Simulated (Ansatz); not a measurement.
Species: Li₂, net charge 0, singlet state. SMILES: [Li][Li]
Geometry: optimised at B3LYP-D3(BJ)/def2-TZVP (Ansatz, an electronic-structure program).

Wanted: vertical ionisation energy to the doublet, in eV. Set-up: each state is the SCF solution reached for its charge and spin; no spin-orbit coupling; 6-31G* and kin with 6d, 5d where marked; 6-311+G** with 5d; UHF or UKS for open shells; non-relativistic. Ab initio and DFT rows: single points at B3LYP-D3(BJ) geometries (Ansatz).

```
level             program  vertical ionisation energy to the doublet (eV)
----------------  -------  ----------------------------------------------
B3LYP/STO-3G       Ansatz                                            4.84
B3LYP/3-21G        Ansatz                                            5.31
B3LYP/6-31G*       Ansatz                                            5.32
B3LYP/6-311+G**    Ansatz                                            5.31
B3LYP/def2-TZVPD   Ansatz                                            5.41
```

No value to compare with is used here. The 4 habitual levels span 4.84 (B3LYP/STO-3G) to 5.32 eV (B3LYP/6-31G*); B3LYP/def2-TZVPD gives 5.41.

The sets are all those run for this method; runs whose electronic state is in doubt are left out.
